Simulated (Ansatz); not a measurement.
System: PH₂, net charge 1, singlet state. 
Geometry from a B3LYP-D3(BJ)/def2-TZVP (Ansatz, an electronic-structure program) optimisation:
```
P
H 1 1.4276
H 1 1.4276 2 91.90
```
Charge +1, spin multiplicity 1.

Basis-set convergence of Hartree-Fock and CCSD correlation energies (hartree) with Ansatz. Correlated levels leave the core frozen unless marked. Spin-orbit coupling is left out. Non-relativistic.

The Hartree-Fock reference is unstable (checked in the largest basis), which strains HF and MP2. 

```json
[
 {"basis": "cc-pV(D+d)Z", "functions": "33", "E(HF)": "-341.53364", "E(corr, CCSD)": "-0.12754"},
 {"basis": "cc-pV(T+d)Z", "functions": "67", "E(HF)": "-341.54602", "E(corr, CCSD)": "-0.15072"},
 {"basis": "cc-pV(Q+d)Z", "functions": "124", "E(HF)": "-341.54938", "E(corr, CCSD)": "-0.15726"},
 {"basis": "cc-pV(5+d)Z", "functions": "210", "E(HF)": "-341.55007", "E(corr, CCSD)": "-0.15935"}
]
```

Extrapolating the two largest sets (X = 4 and 5) as X^-3: E(corr) = (125·(-0.15935) - 64·(-0.15726))/61 = -0.1615 Eh, an estimate of the basis-set limit. The largest set recovers 98.6 % of it, the smallest 79.0 %.
